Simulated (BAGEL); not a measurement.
# triplet B2H4Cl− at 5 levels

We compute a comparison of 5 runs (UHF/STO-3G, UHF/3-21G, ROHF/6-31G*, UHF/6-31G*, ROHF/def2-SVPD) of triplet B2H4Cl−. 

Program for the calculation: BAGEL 1.2.2.

2 further runs of the same task are left out: 2 that didn't finish.

## 1. The system as given

The species is B2H4Cl− (7 atoms), meant as a triplet with charge -1. As SMILES of the parent species, `B[BH2-]Cl`. The shape is that of a GFN2-xTB optimisation. That shape belongs to the parent species and isn't relaxed for this state.

Bond lengths: B1–B2 1.668 Å, B2–Cl3 1.942 Å, B1–H4 1.187 Å, B1–H5 1.193 Å, B2–H6 1.214 Å, B2–H7 1.214 Å. Angles: B1–B2–Cl3 113.1°, B1–B2–H6 113.6°, B1–B2–H7 113.5°, Cl3–B2–H6 103.6°, Cl3–B2–H7 103.7°, B2–B1–H4 127.5°, B2–B1–H5 119.9°, H6–B2–H7 108.4°, H4–B1–H5 112.6°.

## 2. A single-point energy at UHF/STO-3G (density fitting with qzvpp-jkfit) (run 1)

File calc.json:

```json
{ "bagel" : [

{
  "title" : "molecule",
  "basis" : "sto-3g",
  "df_basis" : "qzvpp-jkfit",
  "angstrom" : "true",
  "geometry" : [
    { "atom" : "B", "xyz" : [      -0.832540,      -0.102690,      -0.575030 ] },
    { "atom" : "B", "xyz" : [       0.541540,       0.210460,       0.317780 ] },
    { "atom" : "Cl", "xyz" : [       1.136380,      -1.313640,       1.363130 ] },
    { "atom" : "H", "xyz" : [      -1.443690,      -1.119080,      -0.629330 ] },
    { "atom" : "H", "xyz" : [      -1.303990,       0.752440,      -1.259920 ] },
    { "atom" : "H", "xyz" : [       0.393860,       1.085900,       1.146030 ] },
    { "atom" : "H", "xyz" : [       1.508450,       0.486610,      -0.362670 ] }
  ]
},

{
  "title" : "uhf",
  "charge" : -1,
  "nopen" : 2
},

{
  "title" : "print",
  "file" : "orbitals.molden",
  "orbitals" : "true"
}

]}
```

Launch:

```sh
$ BAGEL_NUM_THREADS=1 BAGEL calc.json > calc.out
```

Log:

```text
* using 1 threads per process

  ===============================================================
  ===============================================================

  *** Geometry ***

[... 23 lines left out ...]
      * DIIS with orbital gradients will be used.

  === UHF iteration (sto-3g) ===
      0       -505.36784824          0.02759858           0.01
      1       -505.42325553          0.00936551           0.01
      2       -505.43019077          0.00451308           0.01
[... 12 lines of this table left out ...]
     15       -505.43299776          0.00000001           0.01
    * SCF iteration converged.

    * S^2 (UHF) is 2.0108

    * Permanent dipole moment:
           (   -0.869205,     0.355547,    -0.785053) a.u.

    * METHOD: UHF                                  0.23

    * METHOD: PRINT                                0.00

  ===============================================================
```

Wall time 0.42 s (1 thread of Arm Neoverse V2, shared host).

## 3. The energy at UHF/3-21G (density fitting with qzvpp-jkfit) (run 2)

File input.json:

```json
{ "bagel" : [

{
  "title" : "molecule",
  "basis" : "3-21g",
  "df_basis" : "qzvpp-jkfit",
  "angstrom" : true,
  "geometry" : [
    { "atom" : "B", "xyz" : [   -0.832540,   -0.102690,   -0.575030 ] },
    { "atom" : "B", "xyz" : [    0.541540,    0.210460,    0.317780 ] },
    { "atom" : "Cl", "xyz" : [    1.136380,   -1.313640,    1.363130 ] },
    { "atom" : "H", "xyz" : [   -1.443690,   -1.119080,   -0.629330 ] },
    { "atom" : "H", "xyz" : [   -1.303990,    0.752440,   -1.259920 ] },
    { "atom" : "H", "xyz" : [    0.393860,    1.085900,    1.146030 ] },
    { "atom" : "H", "xyz" : [    1.508450,    0.486610,   -0.362670 ] }
  ]
},
{
  "title" : "uhf",
  "charge" : -1,
  "nopen" : 2
},
{
  "title" : "print",
  "file" : "orbitals.molden",
  "orbitals" : true
}

]}
```

Launch:

```sh
$ BAGEL_NUM_THREADS=1 BAGEL input.json > input.out
```

Log:

```text
* using 1 threads per process

  ===============================================================
  ===============================================================

  *** Geometry ***

[... 23 lines left out ...]
      * DIIS with orbital gradients will be used.

  === UHF iteration (3-21g) ===
      0       -508.53956175          0.02943425           0.02
      1       -508.59070279          0.00866567           0.02
      2       -508.59779605          0.00405944           0.02
[... 16 lines of this table left out ...]
     19       -508.60071900          0.00000001           0.02
    * SCF iteration converged.

    * S^2 (UHF) is 2.0136

    * Permanent dipole moment:
           (   -0.836630,     0.246045,    -0.716399) a.u.

    * METHOD: UHF                                  0.49

    * METHOD: PRINT                                0.00

  ===============================================================
```

Run time: 0.7 s. Hardware: 1 thread of Arm Neoverse V2, shared host.

Run 3 isn't shown in full; the table further down has it.

## 4. The energy at UHF/6-31G(d) (density fitting with qzvpp-jkfit, spherical functions) (run 4)

File calc.json:

```json
{ "bagel": [

{
  "title": "molecule",
  "basis": "6-31gs.json",
  "df_basis": "qzvpp-jkfit",
  "angstrom": "true",
  "geometry": [
    { "atom": "B", "xyz": [   -0.832540,   -0.102690,   -0.575030 ] },
    { "atom": "B", "xyz": [    0.541540,    0.210460,    0.317780 ] },
    { "atom": "Cl", "xyz": [    1.136380,   -1.313640,    1.363130 ] },
    { "atom": "H", "xyz": [   -1.443690,   -1.119080,   -0.629330 ] },
    { "atom": "H", "xyz": [   -1.303990,    0.752440,   -1.259920 ] },
    { "atom": "H", "xyz": [    0.393860,    1.085900,    1.146030 ] },
    { "atom": "H", "xyz": [    1.508450,    0.486610,   -0.362670 ] }
  ]
},
{ "title": "uhf", "charge": -1, "nopen": 2 },
{ "title": "print", "file": "orbitals.molden", "orbitals": "true" }

]}
```

The basis set 6-31G* is read from a file made from the Basis Set Exchange's data (not shown).

Launch:

```sh
$ BAGEL_NUM_THREADS=1 BAGEL calc.json > calc.out
```

Log:

```text
* using 1 threads per process

  ===============================================================
  ===============================================================

  *** Geometry ***

[... 23 lines left out ...]
      * DIIS with orbital gradients will be used.

  === UHF iteration (6-31gs.json) ===
      0       -510.97859942          0.02793457           0.03
      1       -511.05548887          0.00892637           0.03
      2       -511.06666161          0.00447268           0.03
[... 16 lines of this table left out ...]
     19       -511.07123320          0.00000001           0.03
    * SCF iteration converged.

    * S^2 (UHF) is 2.0138

    * Permanent dipole moment:
           (   -0.826523,     0.356919,    -0.753102) a.u.

    * METHOD: UHF                                  0.73

    * METHOD: PRINT                                0.01

  ===============================================================
```

It took 0.94 s on 1 thread of Arm Neoverse V2, shared host.

## 5. The energy at ROHF/def2-SVPD (density fitting with qzvpp-jkfit) (run 5)

File job.json:

```json
{ "bagel": [

{
  "title": "molecule",
  "basis": "def2-svpd.json",
  "df_basis": "qzvpp-jkfit",
  "angstrom": "true",
  "geometry": [
    { "atom": "B", "xyz": [   -0.832540,   -0.102690,   -0.575030 ] },
    { "atom": "B", "xyz": [    0.541540,    0.210460,    0.317780 ] },
    { "atom": "Cl", "xyz": [    1.136380,   -1.313640,    1.363130 ] },
    { "atom": "H", "xyz": [   -1.443690,   -1.119080,   -0.629330 ] },
    { "atom": "H", "xyz": [   -1.303990,    0.752440,   -1.259920 ] },
    { "atom": "H", "xyz": [    0.393860,    1.085900,    1.146030 ] },
    { "atom": "H", "xyz": [    1.508450,    0.486610,   -0.362670 ] }
  ]
},
{ "title": "rohf", "charge": -1, "nopen": 2 },
{ "title": "print", "file": "orbitals.molden", "orbitals": "true" }

]}
```

The basis set def2-SVPD is read from a file made from the Basis Set Exchange's data (not shown).

Launch:

```sh
$ BAGEL_NUM_THREADS=1 BAGEL job.json > job.out
```

Log:

```text
* using 1 threads per process

  ===============================================================
  ===============================================================

  *** Geometry ***

[... 23 lines left out ...]
      * DIIS with orbital gradients will be used.

  === ROHF iteration (def2-svpd.json) ===
      0       -510.79545213          0.02677903           0.07
      1       -510.89830469          0.01044602           0.08
      2       -510.91523799          0.00513927           0.08
[... 14 lines of this table left out ...]
     17       -510.92226278          0.00000001           0.07
    * SCF iteration converged.

    * S^2 (ROHF) is 2.0000

    * Permanent dipole moment:
           (   -0.866432,     0.350871,    -0.779416) a.u.

    * METHOD: ROHF                                 1.45

    * METHOD: PRINT                                0.02

  ===============================================================
```

Run time: 1.7 s. Hardware: 1 thread of Arm Neoverse V2, shared host; peak memory 0.099 GiB.

## 6. All runs side by side

| run | level | energy (Eh) | ⟨S²⟩ | wall time |
| --- | --- | --- | --- | --- |
| 1 | UHF/STO-3G (density fitting with qzvpp-jkfit) | -505.432998 | 2.011 | 0.42 s |
| 2 | UHF/3-21G (density fitting with qzvpp-jkfit) | -508.600719 | 2.014 | 0.7 s |
| 3 | ROHF/6-31G* (density fitting with qzvpp-jkfit, spherical functions) | -511.067030 | 2.000 | 0.89 s |
| 4 | UHF/6-31G* (density fitting with qzvpp-jkfit, spherical functions) | -511.071233 | 2.014 | 0.94 s |
| 5 | ROHF/def2-SVPD (density fitting with qzvpp-jkfit) | -510.922263 | 2.000 | 1.7 s |

## 7. Results

| quantity | value |
| --- | --- |
| run 5: total energy | -510.92226 Eh |
| run 5: ⟨S²⟩ | 2.000 |

In run 1 the basis is minimal, so the values are rough. All runs together took 4.7 s, the longest 1.7 s.
